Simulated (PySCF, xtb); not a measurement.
## Ranking isomers of CH3BSi+

6 gas-phase structures of CH3BSi+, found in a search over its isomers (lower ones may exist). Each was relaxed with GFN2-xTB:

A. the doublet with the links of `B[C]=[SiH+]`
B. the doublet with the links of `B=[C][SiH2+]`
C. the doublet with the links of `B1[CH][SiH+]1`
D. the doublet with the links of `[CH2]B=[SiH+]`
E. a doublet given by its coordinates
F. a doublet given by its coordinates

F (Å):

```csv
atom,x (Å),y (Å),z (Å)
C,-0.1479,0.0281,-0.7227
B,-0.9955,-1.0328,-0.1591
Si,-0.7674,1.3346,0.6819
H,-1.6259,-1.9179,0.2038
H,0.9345,-0.1098,-0.6813
H,-0.3661,0.3831,-1.7315
```

Close contacts (Å): C1–B2 1.47, C1–Si3 2.02, B2–Si3 2.52, C1–H5 1.09, C1–H6 1.09, B2–H4 1.15.

E (Å):

```xyz
6

C     0.0147   -0.2432   -0.3059
B     0.4935    1.1245    0.0586
Si    0.8226   -1.8903   -0.2547
H    -0.0790    1.7434    0.8734
H     1.4155    1.6581   -0.4254
H    -0.9888   -0.2648   -0.7378
```

Close contacts (Å): C1–B2 1.49, C1–Si3 1.84, C1–H6 1.09, B2–H4 1.17, B2–H5 1.17.

Task: Make a reasoned guess at their ranking by r2SCAN-D4/def2-SVP single-point energy.

Result: Calculated order at r2SCAN-D4/def2-SVP: F (0.0), E (7.4), C (7.7), B (11.3), D (19.0), A (41.8) kcal/mol. Less than 1 kcal/mol parts E and C, so the order within that pair means little.

Energies above the lowest of each column, in kcal/mol; the last columns are at PBE0-D3(BJ)/def2-SVP geometries and were run for some of them only (a dash: not run or not comparable):

| structure | GFN2-xTB | HF/STO-3G | r2SCAN-D4/def2-SVP | PBE0-D3(BJ)/def2-SVP |
| --- | --- | --- | --- | --- |
| F | 15.1 | 19.5 | 0.0 | 0.0 |
| E | 3.6 | 0.0 | 7.4 | 7.7 |
| C | 5.9 | 51.1 | 7.7 | – |
| B | 10.1 | 33.1 | 11.3 | – |
| D | 0.0 | 49.6 | 19.0 | – |
| A | 8.2 | 76.1 | 41.8 | – |

PBE0-D3(BJ)/def2-SVP puts F lowest of those it was run on; GFN2-xTB picks D, HF/STO-3G picks E. Some further structures that were screened fall inside this span and aren't listed. Flexible structures stand in one conformer each, not always the lowest. Frequencies (GFN2-xTB) were run for F alone. Open shells are spin-unrestricted, some with notable spin contamination.

Over these structures GFN2-xTB departs from r2SCAN-D4/def2-SVP by 12.6 kcal/mol on average once a common shift is removed. A GFN2-xTB relaxation took about 0.06 s and the r2SCAN-D4/def2-SVP energy about 49 s on a shared host (PySCF 2.14.0, xtb 6.7.1).
